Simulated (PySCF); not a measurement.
## Vertical excitation energies

C3H2ClF.
Structure used (GFN2-xTB), in Å, numbered top down from 1:
```xyz
7
C3H2ClF angstrom
F      1.8971   -0.7325   -0.7510
C      0.8281   -0.1437   -0.2802
C      0.1477    0.9421   -0.0548
C     -0.4732   -0.3640    0.3711
Cl    -1.8243   -1.0332   -0.5821
H      0.0095    1.9912   -0.1376
H     -0.5816   -0.6549    1.4074
```

Method used: TDDFT PBE0/def2-SVPD, vertical, gas phase, core orbitals frozen in the response in PySCF 2.14.0, density-fitted response routines.

```csv
state,E (eV),E (hartree),f,"main configurations (H = HOMO, L = LUMO)"
S1,6.46,0.2376,0.0040,"H→L (60%), H-1→L (36%)"
S2,6.97,0.2561,0.0009,H-2→L (88%)
S3,7.11,0.2613,0.072,"H-1→L (44%), H→L (23%), H→L+1 (12%)"
S4,7.35,0.2701,0.015,"H→L+1 (61%), H→L+2 (15%)"
S5,7.41,0.2723,0.011,"H-1→L+1 (64%), H→L+2 (15%)"
S6,7.74,0.2844,0.0007,"H-1→L+2 (45%), H-1→L+1 (24%), H→L+1 (15%)"
```

Triplets, Tamm–Dancoff:

| state | E (eV) | λ (nm) | main configurations (H = HOMO, L = LUMO) |
| --- | --- | --- | --- |
| T1 | 4.71 | 263.3 | H→L (47%), H-1→L (46%) |
| T2 | 6.06 | 204.4 | H-1→L (46%), H→L (45%) |

The lowest singlet lies at 6.46 eV (192 nm, vacuum ultraviolet) and is very weak; its leading configuration is HOMO→LUMO (60%). The strongest level in the table is S3 at 7.11 eV (174 nm, f = 0.072). Löwdin shares by element: HOMO carbon 46%, chlorine 42%; LUMO carbon 70% or more, hydrogen 9% or more, fluorine 9%. Of the 6 states listed, 3 reach f = 0.01 and none stays under 0.0005. Orbital energies (eV): HOMO-3 -10.71, HOMO-2 -8.73, HOMO-1 -8.34, HOMO -8.26, LUMO -0.35, LUMO+1 0.47, LUMO+2 0.85. The oscillator strengths of these states sum to 0.104; summed over the whole spectrum of an exact calculation they would give the number of electrons, 46 (Thomas–Reiche–Kuhn). The window holds the lowest 6 singlets.
